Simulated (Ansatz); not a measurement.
## How far each method lies from UCCSDT(Q) for HSi–CH2⁺, triplet

Geometry: that of the HSi–CH2, doublet, kept fixed.

```yaml
atoms:
  - { symbol: Si, position_ang: [0.0000, -0.0890, 0.5568] }
  - { symbol: C, position_ang: [0.0000, 0.0881, -1.1386] }
  - { symbol: H, position_ang: [0.0000, 1.0983, 1.4676] }
  - { symbol: H, position_ang: [0.0000, 1.0786, -1.5870] }
  - { symbol: H, position_ang: [0.0000, -0.7467, -1.8283] }
```

Basis cc-pVTZ; Ansatz 0.2.0. Correlated methods freeze the noble-gas cores, which leaves 10 electrons in 100 orbitals. R marks a restricted (for open shells ROHF) determinant, U an unrestricted one. Active spaces: valence = (10e, 11o) chosen from the atoms' valence shells.

Full CI isn't at hand for all of this; UCCSDT(Q) serves as the reference, and is uncertain by about the last step of the cluster series. The frozen core follows each run's orbitals, which can shift R against U totals by a few meV.

* UHF ⟨S²⟩: 2.010
* T1 diagnostic (RCCSD): 0.0183
* largest doubles amplitude (RCCSD): 0.027
* T1 diagnostic (UCCSD): 0.0153

```
                 level  E − E(UCCSDT(Q)) (kJ/mol)  share of correlation (%)     wall time
                   RHF                      672.1                      0.00             –
                   UHF                      662.0                      1.51             –
                  RMP2                      105.2                     84.35             –
                  UMP2                      106.3                     84.18             –
                 RCCSD                       25.6                     96.19             –
                 UCCSD                       25.2                     96.24             –
              RCCSD(T)                        3.7                     99.45  2.9 s (H100)
              UCCSD(T)                        3.6                     99.46  4.7 s (H100)
               BCCD(T)                        3.7                     99.45  4.4 s (H100)
                RCCSDT                        1.0                     99.85             –
                UCCSDT                        0.9                     99.87             –
             RCCSDT(Q)                        0.2                     99.97   18 s (H100)
CASSCF (valence space)                      434.7                     35.32             –
NEVPT2 (valence space)                      108.6                     83.84   12 s (H100)
```

The correlation energy at UCCSDT(Q), counted from RHF, is -6.966 eV. That run took 14 s on 2 threads of AMD EPYC 7R13 with a shared H100 80 GB, shared host.

Times hold each run's SCF and search for its determinant on a shared host, so for small cases they say little of a method's own cost.

Natural occupations of CASSCF (valence space) about the gap: 1.983 1.979 1.977 1.971 1.001 0.990 0.025 0.020 0.020 0.016; effectively unpaired electrons, Σ n²(2−n)², 2.02.
